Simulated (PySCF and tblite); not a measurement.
Values are calculated unless marked as measured or tabulated.
System: 2,3,5-trithiahexane, C₃H₈S₃, numbered as in [CH3:1][S:2][CH2:3][S:4][S:5][CH3:6].

Motion: rotation about the S4–S5 bond (torsion C3–S4–S5–C6 from -89° to 88°, rising). GFN2-xTB gives an electronic barrier of 8.9 kcal/mol and a reaction energy of 1.1 kcal/mol.

Task: What does BP86/pcSseg-1 + D3(BJ) give on GFN2-xTB geometries?

Result: A barrier of 10.3 kcal/mol, 1.4 above the tight-binding barrier (from unrounded values), a reaction energy of 0.8 kcal/mol and, with GFN2-xTB thermal terms, ΔG‡(298 K) = 10.9 kcal/mol and k = 6.2×10⁴ s⁻¹ (1 equivalent path).

Programs: tblite and PySCF.
